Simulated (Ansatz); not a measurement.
Rhombohedral A7 Sb was calculated with LDA (PAW; Ansatz, a first-principles code).

Run with plane-wave cutoff 520 eV, 18×18×18 k mesh, Fermi–Dirac smearing 0.086 eV (set by the program), scalar-relativistic PAW data made under PBE.

Computed at the level's own relaxed cell.

```
Sb
1.0
    2.14636     1.23920     3.65120
   -2.14636     1.23920     3.65120
    0.00000    -2.47840     3.65120
Sb
2
Cartesian
  0.00000   0.00000   8.36636
  0.00000   0.00000   2.58725
```

Question: Give the elastic tensor (Voigt notation, GPa, ions relaxed, in the Cartesian axes of the cell as printed).

Answer: 
```
  100.4    29.9    29.8   -23.7     0.0     0.0
   29.9   100.4    29.8    23.7     0.0     0.0
   29.8    29.8    54.9     0.0     0.0     0.0
  -23.7    23.7     0.0    41.7     0.0     0.0
    0.0     0.0     0.0     0.0    41.7   -23.7
    0.0     0.0     0.0     0.0   -23.7    35.3
```

Static lattice: no zero-point or thermal effects.
